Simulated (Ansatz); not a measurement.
## Ansatz (development build ahead of 0.2.0) run

```yaml
crystal:
  periodic: [false, false, false]
  atoms:
    - { symbol: Si, position_ang: [0.01537, -0.02851, -1.05075] }
    - { symbol: Si, position_ang: [0.03169, -0.00507, 1.05049] }
basis:
  gaussian: { orbitals: def2-SVP }
total_charge: -1
magnetization:
  initial_magnetization: 1
hamiltonian:
  xc: hf
correlation:
  method: mp2
  frozen_orbitals: { Si: 5 }
```

The input is written out in the form of the current development build from the run's settings. Correlation on restricted open-shell orbitals is semicanonical, with singles.

The run gave:

```yaml
Converged: yes
Reference_energy: -577.58948 hartree
Correlation_energy: -0.15587 hartree
Total_energy: -577.74535 hartree
Spin_squared_of_the_determinant: 0.750
Stability_test: minimum among restricted orbitals
Occupied_orbitals_by_symmetry_in_an_Abelian_subgroup_alpha;_beta: 5 Ag 4 B1u 1 B2g 2 B2u 1 B3g 2 B3u; 5 Ag 4 B1u 1 B2g 1 B2u 1 B3g 2 B3u
```

Messages of the program:
```
mean field -15717.01041000 eV, -577.5894791951 hartree, gradient 1.8e-6 eV, S^2 0.750000; 9 other ends of a descent, 0 dependent functions left out
```

Caution: no diffuse functions for an anion; the determinant may break the point group.
